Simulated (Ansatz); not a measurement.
trimethylamine (C3H9N), SMILES CN(C)C.

Coordinates come from a B3LYP-D3(BJ)/def2-SVP optimisation.

Two levels are set side by side: PBE/def2-SVPD (Ansatz, an electronic-structure program) and PBE0/def2-SVPD (Ansatz). Energy differences of separate SCF runs at the same geometry; the states with an electron removed or added have multiplicity 2 and 2. Differences are taken from unrounded values.

```tsv
quantity	PBE
vertical ionisation energy (eV)	8.16
vertical singlet–triplet gap (eV)	5.28
```

Question: These are the PBE values. What does PBE0 give? (An estimate is asked for; the answer gives what the named calculation found.)

Answer: 
```csv
quantity,PBE0,PBE minus PBE0
vertical ionisation energy (eV),8.22,-0.06
vertical singlet–triplet gap (eV),5.55,-0.27
```
